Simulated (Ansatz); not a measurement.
Zinc-blende GaSb: PBE at its full settings (plane-wave cutoff 520 eV, 10×10×10 k mesh, Fermi–Dirac smearing 0.01 eV, scalar-relativistic PAW data made under PBE) and at cheaper ones, in a cell of 2 atoms with Γ-centred meshes.

```json
[
 {"level and setting": "PBE (Ansatz)", "lattice constant a (Å)": "6.214", "bulk modulus (GPa)": "44.7"},
 {"level and setting": "PBE (4×4×4 k mesh) (Ansatz)", "lattice constant a (Å)": "6.244", "bulk modulus (GPa)": "43.7"},
 {"level and setting": "PBE (6×6×6 k mesh) (Ansatz)", "lattice constant a (Å)": "6.218", "bulk modulus (GPa)": "44.2"},
 {"level and setting": "PBE (Fermi-Dirac smearing of 0.3 eV) (Ansatz)", "lattice constant a (Å)": "6.226", "bulk modulus (GPa)": "42.2"}
]
```

Largest shifts from the full settings: lattice constant a +0.48 % (PBE (4×4×4 k mesh)), against a difference of +1.94 % of the full result from the reference 6.096 Å (measured, 300 K, no zero-point or thermal correction; as tabulated in Vurgaftman et al. (2001), doi:10.1063/1.1368156); bulk modulus -5.6 % (PBE (Fermi-Dirac smearing of 0.3 eV)), against a difference of -22 % of the full result from the reference 57 GPa (measured, temperature not stated, no zero-point or thermal correction; as tabulated in Toher et al. (2017), arXiv:1611.05714).

Ansatz's density-functional and Hartree–Fock values are scalar-relativistic unless marked +SOC, with PAW data made under PBE.

Run with cheap settings on purpose, which may leave them unconverged: PBE (4×4×4 k mesh), PBE (6×6×6 k mesh), PBE (Fermi-Dirac smearing of 0.3 eV).

Ansatz is a quantum-chemistry and plane-wave program.
